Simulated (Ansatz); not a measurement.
Born–Oppenheimer molecular dynamics of AlClH2 (4 atoms, charge 0, multiplicity 1). It goes on from the last frame of an earlier run, with new velocities.

Computed with RKS B3LYP-D4/cc-pVDZ (Ansatz).

```json
{"ensemble": "NVT, Nosé–Hoover chain", "time step": "1 fs", "steps asked": "100", "set temperature": "300 K", "thermostat": "time constant 100 fs, chain length 3 (defaults)", "seed": "169736"}
```

Frames 1 fs apart, positions in Å.

Velocities at 80.0 fs (Å/ps):

```
Al -2.60 1.31 -1.05
H -1.85 -3.79 -6.54
H 31.81 -5.08 2.93
Cl 1.13 -0.74 0.90
```

```xyz
4
Properties=species:S:1:pos:R:3 time_fs=80.0 energy_less_start_eV=-0.044 T=294
Al 0.097 -0.197 -0.081
H 0.225 -1.565 0.685
H 1.216 0.672 -0.849
Cl -1.849 0.168 -0.927
4
Properties=species:S:1:pos:R:3 time_fs=81.0 energy_less_start_eV=-0.040 T=277
Al 0.094 -0.196 -0.083
H 0.224 -1.568 0.680
H 1.247 0.667 -0.843
Cl -1.848 0.167 -0.926
4
Properties=species:S:1:pos:R:3 time_fs=82.0 energy_less_start_eV=-0.039 T=269
Al 0.092 -0.195 -0.084
H 0.223 -1.570 0.678
H 1.275 0.659 -0.832
Cl -1.847 0.166 -0.925
4
Properties=species:S:1:pos:R:3 time_fs=83.0 energy_less_start_eV=-0.042 T=278
Al 0.089 -0.194 -0.086
H 0.224 -1.570 0.679
H 1.299 0.650 -0.814
Cl -1.846 0.166 -0.924
4
Properties=species:S:1:pos:R:3 time_fs=84.0 energy_less_start_eV=-0.051 T=310
Al 0.087 -0.192 -0.089
H 0.224 -1.568 0.683
H 1.318 0.639 -0.791
Cl -1.845 0.165 -0.923
4
Properties=species:S:1:pos:R:3 time_fs=85.0 energy_less_start_eV=-0.064 T=358
Al 0.086 -0.191 -0.092
H 0.225 -1.565 0.690
H 1.331 0.625 -0.762
Cl -1.844 0.165 -0.922
4
Properties=species:S:1:pos:R:3 time_fs=86.0 energy_less_start_eV=-0.080 T=413
Al 0.084 -0.190 -0.095
H 0.226 -1.558 0.698
H 1.340 0.611 -0.729
Cl -1.843 0.164 -0.921
4
Properties=species:S:1:pos:R:3 time_fs=87.0 energy_less_start_eV=-0.094 T=461
Al 0.083 -0.190 -0.098
H 0.226 -1.550 0.709
H 1.344 0.597 -0.692
Cl -1.842 0.164 -0.919
4
Properties=species:S:1:pos:R:3 time_fs=88.0 energy_less_start_eV=-0.103 T=491
Al 0.081 -0.189 -0.101
H 0.226 -1.540 0.722
H 1.346 0.584 -0.653
Cl -1.841 0.163 -0.918
4
Properties=species:S:1:pos:R:3 time_fs=89.0 energy_less_start_eV=-0.106 T=497
Al 0.081 -0.189 -0.105
H 0.226 -1.527 0.736
H 1.347 0.573 -0.613
Cl -1.840 0.163 -0.917
4
Properties=species:S:1:pos:R:3 time_fs=90.0 energy_less_start_eV=-0.104 T=485
Al 0.080 -0.188 -0.108
H 0.224 -1.513 0.751
H 1.348 0.566 -0.574
Cl -1.840 0.163 -0.916
4
Properties=species:S:1:pos:R:3 time_fs=91.0 energy_less_start_eV=-0.100 T=467
Al 0.079 -0.189 -0.112
H 0.222 -1.498 0.768
H 1.351 0.564 -0.535
Cl -1.839 0.162 -0.915
```

Of the whole run (100 fs, mean temperature of the second half 390 K): The conserved energy stayed within 0.18 meV per atom of its start (net change 0.041 meV per atom), so the integration is sound. The mean temperature of the second half is 30 % above the set value. A run of 0.1 ps of so small a system gives no equilibrium averages.

Run time: 53 s on 1 thread of Intel(R) Xeon(R) 6975P-C (Granite Rapids), on a shared host, peak memory 0.1 GiB.
